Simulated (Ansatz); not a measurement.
Density of states of CrBrO (Pmmn, a = 3.255 Å, b = 3.831 Å, c = 8.439 Å, α = 90.00°, β = 90.00°, γ = 90.00°), in states per eV and primitive cell, averaged over bins of 0.4 eV. Level of theory: DFT PBEsol, scalar-relativistic, plane waves, PAW (Ansatz 0.2.0).

Plane waves to 420 eV, a k mesh through Γ of 12×10×4 on the computed 6-atom cell and Gaussian smearing (0.02 eV); collinear spin from starting moments 2.61 2.61 0 0 0 0 μB.

The cell is relaxed at this level. The states (both spins) are summed by tetrahedra on a 18×15×6 mesh at the self-consistent density. Energies are bin centres; the table starts no lower than −8 eV and ends at 6 eV, or lower where the solved bands end.

The gap is 0.37 eV at this level, with the zero inside it.

```csv
E − E_F (eV),total,Cr 3d up,Cr 3d down,Br 4p up,O 2p up,Br 4p down,O 2p down,Cr 4s up
-7.85,1.29,0.28,0.00,0.03,0.88,0.00,0.00,0.06
-7.45,2.07,0.27,0.13,0.03,0.85,0.03,0.63,0.05
-7.05,3.07,0.35,0.22,0.08,1.02,0.05,1.17,0.04
-6.65,3.34,0.50,0.20,0.14,1.21,0.08,1.06,0.03
-6.25,4.86,0.91,0.28,0.31,1.75,0.17,1.25,0.03
-5.85,5.55,0.71,0.51,0.70,1.18,0.51,1.74,0.05
-5.45,5.27,0.43,0.58,0.69,0.76,0.97,1.65,0.04
-5.05,3.62,0.38,0.34,0.60,0.60,0.60,1.00,0.02
-4.65,3.73,0.35,0.26,0.80,0.65,0.72,0.82,0.02
-4.25,5.30,0.47,0.23,1.56,0.64,1.19,1.02,0.03
-3.85,5.59,0.39,0.27,1.59,0.59,1.80,0.74,0.04
-3.45,4.96,0.45,0.17,1.85,0.34,1.54,0.47,0.02
-3.05,5.95,0.62,0.19,1.99,0.28,2.35,0.42,0.01
-2.65,3.70,0.52,0.18,0.90,0.13,1.78,0.15,0.00
-2.25,1.63,0.11,0.15,0.02,0.01,1.25,0.07,0.00
-1.85,0.89,0.66,0.01,0.07,0.06,0.07,0.01,0.00
-1.45,5.90,4.90,0.00,0.52,0.36,0.00,0.00,0.04
-1.05,5.72,4.05,0.00,0.94,0.59,0.00,0.00,0.03
-0.65,2.33,1.54,0.00,0.34,0.36,0.00,0.00,0.04
-0.25,0.15,0.09,0.00,0.03,0.02,0.00,0.00,0.00
0.15,0.16,0.11,0.00,0.02,0.00,0.00,0.00,0.00
0.55,1.92,1.21,0.11,0.23,0.16,0.00,0.00,0.01
0.95,5.73,1.86,2.38,0.47,0.43,0.13,0.15,0.01
1.35,6.48,1.37,3.60,0.40,0.50,0.22,0.17,0.00
1.75,8.14,1.00,5.75,0.14,0.50,0.34,0.16,0.01
2.15,4.28,0.53,2.68,0.06,0.30,0.18,0.26,0.01
2.55,3.67,0.00,2.63,0.00,0.00,0.32,0.44,0.00
2.95,2.18,0.00,1.51,0.00,0.00,0.16,0.38,0.00
3.35,2.44,0.00,1.62,0.00,0.00,0.13,0.55,0.00
3.75,0.01,0.00,0.00,0.00,0.00,0.00,0.00,0.00
4.15,0.06,0.00,0.00,0.00,0.00,0.00,0.00,0.02
4.55,0.16,0.00,0.00,0.01,0.00,0.00,0.00,0.05
4.95,0.26,0.00,0.00,0.01,0.01,0.01,0.00,0.07
5.35,0.53,0.00,0.00,0.02,0.01,0.01,0.01,0.12
5.75,1.35,0.01,0.01,0.03,0.03,0.01,0.01,0.26
```

The columns after the total are the main Löwdin projections on the occupied valence shells of the potentials; 5 others are left out. The rest of the total lies in those, in shells that are empty in the free atom, which aren't projected, and between the atoms.

Moments started parallel, and an antiferromagnetic order may lie lower. The cell holds layers, and where no dispersion correction was added their binding is poorly described.

Only this magnetic start was tried.

Cost: 1 run of about 5.4 core-minutes, on Arm Neoverse V1 (shared hosts).